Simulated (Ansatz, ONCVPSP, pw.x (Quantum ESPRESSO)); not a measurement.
**Ta: one change to the ONCV potential, in the atom and in the bcc crystal**

- Element: Ta (Z = 73)
- Generator: ONCVPSP 4.0.1.1 (patched build)
- Type: optimised norm-conserving Vanderbilt (ONCV)
- Functional: PBE
- Relativity: scalar-relativistic
- Frozen core: [Xe] 4f14
- Valence charge: 5
- Reference configuration: 5d3.5 6s1.5
- Partial waves: 6s: rc 2.95 bohr, ncon 4, nbas 7, qcut 1.9 1/bohr, 1 projector; p scattering state at 0.06 Ha: rc 2.60 bohr, ncon 4, nbas 8, qcut 2.9 1/bohr, 1 projector; 5d: rc 2.85 bohr, ncon 3, nbas 8, qcut 4.8 1/bohr, 2 projectors, debl 1.7 Ha
- Local potential: polynomial inside 2.35 bohr (lpopt 3, dvloc0 1 Ha)
- Core correction: Teter function, fcfact 2, rcfact 1.2

Change: local potential polynomial inside 2.48 bohr (lpopt 3, dvloc0 1 Ha).

Cutoffs, loose and tight: the cutoffs (Ha) at which the residual kinetic energy of the hardest occupied pseudo-wave falls to 1 and 0.1 mHa per electron. They do not see the model core or the augmentation charge, which bear on the density cutoff. Test errors are all-electron minus pseudo excitation energies from the reference, over the configurations 5d3 6s2; 5d3 6s1; 5d3 6s0; 5d2 6s2; variants that change the core or the reference have their own tests.

Crystal test: bcc Ta in pw.x 7.5, no spin, 14³ k-points, Fermi–Dirac smearing 0.01 Ry, cutoffs set for each file from its atomic test. The reference is all-electron LAPW (Ansatz 0.2.0) with the same functional, mesh and smearing; V0 and B0 come from Birch–Murnaghan fits to the pressures at five volumes. Errors are pseudo minus all-electron; Δ is the rms difference of the E(V) curves that follow from these fits, minima aligned, over ±6 % about the mean V0. Mesh and smearing are coarse, so the numbers serve the comparison and aren't converged zero-temperature values; the lattice is a test structure that the element need not adopt.

All-electron: a0 = 3.321 Å (V0 = 18.31 Å³/atom), B0 = 193.2 GPa.

Q: Does the change bring the crystal closer to the all-electron result?

A: The mean pressure error goes from -4.90 to -3.79 GPa, so the change moves the solid closer to the all-electron pressures.

| quantity | base | changed |
| --- | --- | --- |
| outcome (atom) | generated | generated |
| cutoff, loose (atom) | 8.5 Ha | 8.5 Ha |
| cutoff, tight (atom) | 13 Ha | 13 Ha |
| bound ghosts (atom) | none | none |
| largest test error (meV) (atom) | +84 | +76 |
| cutoffs in pw.x (Ry) | 50/200 | 50/200 |
| a0 (Å) | 3.292 | 3.299 |
| a0 error (%) | -0.85 | -0.65 |
| B0 error (%) | -0.0 | -0.0 |
| Δ (meV/atom) | 19.7 | 15.1 |
| mean pressure error (GPa) | -4.90 | -3.79 |

Base: The largest radius (2.95 bohr) exceeds half the bond length (2.71 bohr), so the spheres overlap, which is one possible source of error among others. This is a poor potential for the solid. Changed file: The largest radius (2.95 bohr) exceeds half the bond length (2.71 bohr), so the spheres overlap, which is one possible source of error among others. This is a poor potential for the solid.
